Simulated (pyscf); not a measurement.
# Concerted two-bond exchange: `[SiH3][SeH]` + `[H]` [doublet] → `[SiH3][Se]` [doublet] + `[H][H]`

Gas phase, doublet surface, charge 0. Bonds broken: Se1–H2, Si3–H4. Bonds formed: H2–H4, Si3–H5. PySCF, gas phase, ωB97X-D3(BJ)/def2-SVP geometries.

Transition state (Å):

```xyz
7

Se     1.6200    -0.8772     0.1573
H      0.3407    -0.4148    -0.9250
Si     0.1350     0.8950     0.4212
H     -0.5727     0.2330    -0.9540
H     -0.4948    -0.4377     0.9647
H      0.6470     1.9804    -0.4787
H     -0.0506     1.6636     1.7076
```

One imaginary mode, 1705i cm⁻¹; descent along it reached the two sides named.

```tsv
bond	change	reactant side (Å)	saddle	product side
Se1–H2	breaks	1.467	1.738	3.2
Si3–H4	breaks	1.489	1.682	3.6
H2–H4	forms	3.3	1.120	0.761
Si3–H5	forms	3.5	1.571	1.489
```

Electronic energies relative to the separated reactants (kJ/mol):

```
level                   barrier  reaction energy  reverse barrier
----------------------  -------  ---------------  ---------------
ωB97X-D3(BJ)/def2-TZVP    171.4           -100.9            272.3
PBE/def2-TZVP             114.0            -96.7            210.6
r²SCAN/def2-TZVP          126.7           -105.2            231.9
B3LYP-D3(BJ)/def2-TZVP    144.1           -114.2            258.3
PBE0-D3(BJ)/def2-TZVP     140.4            -94.8            235.3
M06-2X/def2-TZVP          162.2           -117.9            280.1
ωB97M-D3(BJ)/def2-TZVP    163.0           -108.0            271.0
HF/def2-TZVP              278.2           -104.4            382.7
```

With ωB97M-D3(BJ)/def2-TZVP energies and thermal terms (ideal gas, 1 atm, RRHO with modes under 100 cm⁻¹ raised to 100, one conformer, R ln 2 for chiral ones without a mode under 150 cm⁻¹), in kJ/mol:

| T (K) | ΔH‡ | ΔG‡ | ΔH | ΔG |
|---|---|---|---|---|
| 298 | 166.6 | 198.2 | -102.6 | -105.9 |
| 600 | 161.3 | 232.6 | -103.7 | -109.0 |
| 900 | 158.6 | 268.9 | -106.0 | -111.2 |
| 1200 | 157.0 | 305.9 | -109.0 | -112.4 |

This saddle turned up in a search for another step; its sides and bond changes are read from the two ends of the descent. The same reactants have a lower exit, to •H₂Si–SeH + H₂ (barrier +17.5 kJ/mol at ωB97M-D3(BJ)/def2-TZVP, against +163.0 kJ/mol here). This is the saddle that the search found; another between the same sides may lie lower. Elements up to Kr have no core potential and no relativistic terms here.
